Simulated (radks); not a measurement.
# Valence configurations of O³⁺

The task here is to estimate one member of a computed series from the others.

Program: radks (a radial shooting solver on a logarithmic mesh, Libxc functionals) version 1. Level of theory: scalar-relativistic Kohn-Sham, PBE, spin-polarised, spherical densities, point nucleus; open shells are filled with parallel spins first. These are calculated values, not measurements, unless marked.

### What is computed

- element: oxygen (Z = 8)
- charge: +3
- electrons: 5
- configuration: [He] 2s2 2p1
- others tried: 2s1.5 2p1.5; 2p3; 2s1 2p2; 2s0.5 2p2.5

Outer shells as boxes (Hund's rule):

O³⁺
```
[He] core
2s [↑↓]
2p [↑ ][  ][  ]
```

Set-up of the first run:

Settings of this run:

```text
Z 8
configuration [He] 2s2 2p1
relativity scalar-relativistic
functional pbe,pbe
spin polarised
nucleus point
c 137.035999084
```

Steps of the session up to this table: [He] 2s2 2p1.

One table of the session follows, with a row left open; its other results are not shown here.

It belongs to the step «[He] 2s2 2p1». Sizes of the orbitals, from the radial functions (bohr):

```
  level     <r>  outermost maximum (interpolated)  90 % within
  1s up  0.1992                             0.129        0.357
1s down  0.1989                             0.129        0.356
  2s up       ?                                 ?            ?
2s down  0.9835                             0.810         1.53
  2p up  0.9129                             0.701         1.50
2p down  0.9278                             0.709         1.53
```

Estimate the missing values for 2s up.

The run gave: <r>: 0.9722; outermost maximum (interpolated): 0.804; 90 % within: 1.51. In the column «<r>» it lies between 2p down (0.9278) and 2s down (0.9835).
